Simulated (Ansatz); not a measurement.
The cluster Li3: single points at one geometry.

```yaml
crystal:
  periodic: [false, false, false]
  atoms:
    - {symbol: Li, position_ang: [-1.443735, -2.119613, -1.721020]}
    - {symbol: Li, position_ang: [-0.000355, 0.000278, -0.000048]}
    - {symbol: Li, position_ang: [1.444090, 2.119325, 1.721067]}
basis:
  gaussian: {orbitals: def2-TZVPD, initial_orbitals: start.molden}
magnetization: {spin_polarized: true, initial_magnetization: 1}
hamiltonian: {xc: r2scan}
scf: {omitted_lower_state_checks: [starts]}
output: {orbitals: {seedname: orbitals}}
```

The file start.molden holds the orbitals of an earlier run on this structure, at another level or in another basis.

```sh
$ ansatz run in.yaml --threads 4 --pin off --events-out ev --progress --plain --max-ram 3916MiB
```

Shortened log:

```
Functional definition: r2SCAN
495 factors; their error is unknown
mean field evaluation 1: about -611.7507 eV, gradient 2.2e0 eV
mean field evaluation 2: about -611.7720 eV, gradient 3.5e-2 eV
mean field evaluation 4: about -611.7720 eV, gradient 3.2e-4 eV
mean field evaluation 8: about -611.7720 eV, gradient 4.8e-5 eV
mean field -611.77197779 eV, -22.4822055098 hartree, gradient 1.2e-5 eV, S^2 0.842563; 0 other end points of the search recorded, 0 dependent functions left out
reference -611.77202913 eV, -22.4822073965 hartree; 5, 4 occupied and 46, 47 virtual orbitals, 495 factors
Total energy: -611.77202913 eV, -22.4822073965 hartree
Checks for a lower state left out: starts
```

It took 0.85 s on 4 threads of Arm Neoverse V2 on a shared host.

As the first input, with `gaussian: {orbitals: "def2-TZVPPD.json", initial_orbitals: start.molden}`, `correlation: {method: ccsd_t}`, `scf: {omitted_lower_state_checks: [starts, cluster_reference]}` and without the key `hamiltonian` (abridged; 0.6 s):

```
Functional definition: HF
mean field -607.06903510 eV, -22.3093755537 hartree, gradient 4.0e-6 eV, S^2 1.005610
second order -3.00555828 eV of doubles, -0.00000000 eV of singles
cycle   1  -3.47173927 eV  change   -4.7e-1 eV  update   8.4e-2
cycle   2  -3.73459744 eV  change   -2.6e-1 eV  update   5.5e-2
cycle   3  -3.71603266 eV  change    1.9e-2 eV  update   2.6e-2
cycle   4  -3.74651386 eV  change   -3.0e-2 eV  update   1.4e-2
cycle   5  -3.76232434 eV  change   -1.6e-2 eV  update   7.5e-3
cycle   6  -3.75807125 eV  change    4.3e-3 eV  update   3.7e-3
cycle   7  -3.76036640 eV  change   -2.3e-3 eV  update   1.5e-3
cycle   8  -3.76176753 eV  change   -1.4e-3 eV  update   6.4e-4
cycle   9  -3.76107769 eV  change    6.9e-4 eV  update   2.4e-4
cycle  10  -3.76134596 eV  change   -2.7e-4 eV  update   1.2e-4
cycle  11  -3.76130306 eV  change    4.3e-5 eV  update   5.9e-5
cycle  12  -3.76131774 eV  change   -1.5e-5 eV  update   2.8e-5
cycle  13  -3.76131117 eV  change    6.6e-6 eV  update   1.0e-5
perturbative correction -0.03208104 eV, -0.0011789564 hartree
Total energy: -610.86242731 eV, -22.4487801461 hartree
Checks for a lower state left out: starts, cluster_reference
```

As the first input, with `hamiltonian: {xc: pbe}` (abridged; 0.35 s):

```
Functional definition: PBE
mean field -610.38093297 eV, -22.4310855554 hartree, gradient 8.9e-6 eV, S^2 0.779076
Total energy: -610.38097864 eV, -22.4310872341 hartree
Checks for a lower state left out: starts
```

As the first input, with `gaussian: {orbitals: def2-TZVPD}`, `hamiltonian: {xc: pbe0}` and without the key `scf` (abridged; 0.45 s):

```
Functional definition: PBE0
mean field evaluation 16: about -610.6367 eV, gradient 6.7e-1 eV
mean field -610.72664621 eV, -22.4437902829 hartree, gradient 1.4e-5 eV, S^2 0.808532; 6 other end points of the search recorded, 0 dependent functions left out
Total energy: -610.72667935 eV, -22.4437915007 hartree
```

Geometry: r2SCAN/def2-TZVPD, that of the charge -1 singlet.

Correlated methods freeze no core orbitals; core or outer-core shells of Li are correlated, in sets that lack core-valence functions. At CCSD(T)/def2-TZVPPD T1 of the charge 0 doublet is large (up to 0.055), so the single-reference result is doubtful. At CCSD(T)/def2-TZVPPD the charge 0 doublet is spin-contaminated (final ⟨S²⟩ up to 1.01, 0.75 for a pure state). The structure comes from a short search, and lower isomers may exist.
